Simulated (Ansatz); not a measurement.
## Ansatz (development build ahead of 0.2.0) run

```yaml
crystal:
  periodic: [false, false, false]
  atoms:
    - { symbol: C, position_ang: [-0.00679, 0.00752, -0.00758] }
    - { symbol: C, position_ang: [-0.00537, -0.0059, 1.31745] }
    - { symbol: C, position_ang: [0.00692, 0.00391, -1.31254] }
    - { symbol: H, position_ang: [0.92636, 0.00984, 1.87891] }
    - { symbol: H, position_ang: [-0.92239, -0.00476, 1.88183] }
    - { symbol: H, position_ang: [0.00685, 0.92621, -1.86408] }
    - { symbol: H, position_ang: [0.00063, -0.9298, -1.87377] }
basis:
  gaussian: { orbitals: "6-31G" }
hamiltonian:
  xc: hf
```

The input is written out in the form of the current development build from the run's settings.

Results

* Converged: yes
* Total energy: -115.82020 hartree
* Spin squared of the determinant: 0.000
